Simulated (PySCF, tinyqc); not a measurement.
Worked calculation: RHF in the sto-3g basis, for H2O, spin multiplicity 1. The lowest restricted solution is unstable here: a spin-polarised one lies 0.0030 hartree lower (PySCF). One step of it, computed by the program tinyqc.

Question. Iteration 1: building the Fock matrix. J_ij = sum D_kl (ij|kl), K_ij = sum D_kl (ik|jl); F = H + J - 0.5 K; E = tr D H + tr D J / 2 - 0.25 tr D K + E_nn.

D at the start, lower triangle:
```
            1O 1s      1O 2s    1O 2px     1O 2py     1O 2pz      2H 1s     3H 1s
1O 1s    0.010669
1O 2s   -0.057513   0.349964
1O 2px   0.000000   0.000000  2.000000
1O 2py   0.013898  -0.045195  0.000000   2.262149
1O 2pz   0.110110  -0.420628  0.000000  -0.006541   1.920060
2H 1s    0.054110  -0.499903  0.000000  -0.599710  -0.285946   2.408405
3H 1s    0.050118  -0.432306  0.000000   0.547753  -0.251732  -0.125145  2.324257
```

core Hamiltonian H = T + V (hartree), lower triangle:
```
             1O 1s      1O 2s     1O 2px     1O 2py     1O 2pz      2H 1s      3H 1s
1O 1s   -32.442695
1O 2s    -7.546949  -9.070024
1O 2px    0.000000   0.000000  -7.236079
1O 2py   -0.000775  -0.009233   0.000000  -7.322892
1O 2pz   -0.009285  -0.115896   0.000000  -0.003922  -7.270639
2H 1s    -0.875670  -2.208911   0.000000  -1.438522  -0.929985  -4.068496
3H 1s    -0.749994  -1.951650   0.000000   1.291933  -0.836493  -0.505228  -3.905101
```

Two-electron integrals (ij|kl) in chemists' order, unique and non-zero (hartree):
```
(11|11) 4.785065    (21|11) 0.741380    (21|21) 0.136873    (22|11) 1.118947
(22|21) 0.256633    (22|22) 0.817206    (31|31) 0.024477    (32|31) 0.037809
(32|32) 0.180518    (33|11) 1.115814    (33|21) 0.256684    (33|22) 0.817023
(33|33) 0.880159    (41|41) 0.024477    (42|41) 0.037809    (42|42) 0.180518
(43|43) 0.047444    (44|11) 1.115814    (44|21) 0.256684    (44|22) 0.817023
(44|33) 0.785270    (44|44) 0.880159    (51|51) 0.024477    (52|51) 0.037809
(52|52) 0.180518    (53|53) 0.047444    (54|54) 0.047444    (55|11) 1.115814
(55|21) 0.256684    (55|22) 0.817023    (55|33) 0.785270    (55|44) 0.785270
(55|55) 0.880159    (61|11) 0.086162    (61|21) 0.015792    (61|22) 0.029487
(61|33) 0.029431    (61|41) 0.000594    (61|42) 0.001126    (61|44) 0.029554
(61|51) 0.000375    (61|52) 0.000711    (61|54) 0.000078    (61|55) 0.029480
(61|61) 0.001844    (62|11) 0.238790    (62|21) 0.055583    (62|22) 0.199688
(62|33) 0.196112    (62|41) 0.003509    (62|42) 0.028418    (62|44) 0.203642
(62|51) 0.002214    (62|52) 0.017930    (62|54) 0.004751    (62|55) 0.199109
(62|61) 0.006551    (62|62) 0.063802    (63|31) 0.005447    (63|32) 0.033030
(63|43) 0.005686    (63|53) 0.003588    (63|63) 0.008479    (64|11) 0.156103
(64|21) 0.036769    (64|22) 0.141089    (64|33) 0.134919    (64|41) 0.007454
(64|42) 0.051704    (64|44) 0.151280    (64|51) 0.001266    (64|52) 0.011782
(64|54) 0.006735    (64|55) 0.136905    (64|61) 0.004496    (64|62) 0.054867
(64|64) 0.055156    (65|11) 0.098490    (65|21) 0.023199    (65|22) 0.089017
(65|33) 0.085124    (65|41) 0.001266    (65|42) 0.011782    (65|44) 0.088272
(65|51) 0.006246    (65|52) 0.040464    (65|54) 0.007672    (65|55) 0.093553
(65|61) 0.002836    (65|62) 0.034617    (65|64) 0.029450    (65|65) 0.027060
(66|11) 0.419509    (66|21) 0.099185    (66|22) 0.410818    (66|33) 0.395748
(66|41) 0.007143    (66|42) 0.082086    (66|44) 0.427753    (66|51) 0.004507
(66|52) 0.051791    (66|54) 0.020193    (66|55) 0.408488    (66|61) 0.011748
(66|62) 0.175852    (66|64) 0.172833    (66|65) 0.109046    (66|66) 0.774606
(71|11) 0.073775    (71|21) 0.013522    (71|22) 0.025252    (71|33) 0.025206
(71|41) -0.000499   (71|42) -0.000949   (71|44) 0.025308    (71|51) 0.000315
(71|52) 0.000599    (71|54) -0.000064   (71|55) 0.025247    (71|61) 0.001553
(71|62) 0.005414    (71|64) 0.003448    (71|65) 0.002347    (71|66) 0.009648
(71|71) 0.001352    (72|11) 0.209989    (72|21) 0.048901    (72|22) 0.176390
(72|33) 0.173226    (72|41) -0.003069   (72|42) -0.025200   (72|44) 0.179888
(72|51) 0.001936    (72|52) 0.015900    (72|54) -0.004203   (72|55) 0.175878
(72|61) 0.005561    (72|62) 0.042840    (72|64) 0.026021    (72|65) 0.022544
(72|66) 0.092753    (72|71) 0.004933    (72|72) 0.050450    (73|31) 0.004727
(73|32) 0.028910    (73|43) -0.005000   (73|53) 0.003155    (73|63) 0.005374
(73|73) 0.006609    (74|11) -0.139258   (74|21) -0.032811   (74|22) -0.126461
(74|33) -0.120997   (74|41) 0.006494    (74|42) 0.045601    (74|44) -0.135464
(74|51) -0.001115   (74|52) -0.010531   (74|54) 0.005973    (74|55) -0.122775
(74|61) -0.003594   (74|62) -0.026556   (74|64) -0.011255   (74|65) -0.013741
(74|66) -0.054682   (74|71) -0.003428   (74|72) -0.044062   (74|74) 0.044697
(75|11) 0.087867    (75|21) 0.020702    (75|22) 0.079792    (75|33) 0.076345
(75|41) -0.001115   (75|42) -0.010531   (75|44) 0.079163    (75|51) 0.005431
(75|52) 0.035555    (75|54) -0.006778   (75|55) 0.083776    (75|61) 0.002444
(75|62) 0.022795    (75|64) 0.013650    (75|65) 0.017191    (75|66) 0.053389
(75|71) 0.002163    (75|72) 0.027801    (75|74) -0.024032   (75|75) 0.021772
(76|11) 0.049866    (76|21) 0.011714    (76|22) 0.045748    (76|33) 0.044775
(76|41) -0.000010   (76|42) -0.000140   (76|44) 0.045790    (76|51) 0.000739
(76|52) 0.007206    (76|54) -0.000026   (76|55) 0.046628    (76|61) 0.001362
(76|62) 0.014170    (76|64) 0.010675    (76|65) 0.008707    (76|66) 0.040536
(76|71) 0.001167    (76|72) 0.012752    (76|74) -0.009866   (76|75) 0.007945
(76|76) 0.004102    (77|11) 0.399135    (77|21) 0.094393    (77|22) 0.392613
(77|33) 0.378806    (77|41) -0.006535   (77|42) -0.076391   (77|44) 0.408142
(77|51) 0.004123    (77|52) 0.048200    (77|54) -0.018510   (77|55) 0.390485
(77|61) 0.010725    (77|62) 0.100583    (77|64) 0.058409    (77|65) 0.057049
(77|66) 0.243949    (77|71) 0.009560    (77|72) 0.152689    (77|74) -0.152657
(77|75) 0.096321    (77|76) 0.040536    (77|77) 0.774606
```

nuclear repulsion = 6.86390748 hartree

Give: Coulomb J; exchange K; Fock matrix F; total energy of this density.

Answer.

Coulomb J (hartree), lower triangle:
```
         1O 1s   1O 2s  1O 2px  1O 2py  1O 2pz  2H 1s  3H 1s
1O 1s    8.337
1O 2s    1.926   6.465
1O 2px   0.000   0.000   6.414
1O 2py  -0.004  -0.015   0.000   6.531
1O 2pz  -0.019  -0.007   0.000   0.001   6.445
2H 1s    0.221   1.712   0.000   1.278   0.810  4.442
3H 1s    0.189   1.522   0.000  -1.159   0.732  0.425  4.358
```

exchange K (hartree), lower triangle:
```
         1O 1s   1O 2s  1O 2px  1O 2py  1O 2pz  2H 1s  3H 1s
1O 1s    0.160
1O 2s    0.229   1.213
1O 2px   0.000   0.000   1.979
1O 2py  -0.002  -0.061   0.000   2.049
1O 2pz  -0.018  -0.477   0.000  -0.012   1.880
2H 1s    0.033   0.347   0.000   0.420   0.164  1.598
3H 1s    0.029   0.323   0.000  -0.404   0.154  0.093  1.603
```

Fock matrix F (hartree), lower triangle:
```
          1O 1s   1O 2s  1O 2px  1O 2py  1O 2pz   2H 1s   3H 1s
1O 1s   -24.185
1O 2s    -5.736  -3.212
1O 2px    0.000   0.000  -1.812
1O 2py   -0.003   0.006   0.000  -1.816
1O 2pz   -0.019   0.116   0.000   0.003  -1.766
2H 1s    -0.671  -0.670   0.000  -0.371  -0.202  -0.425
3H 1s    -0.575  -0.591   0.000   0.335  -0.182  -0.126  -0.349
```

total energy of this density = -28.21764 hartree

This density is the starting one.
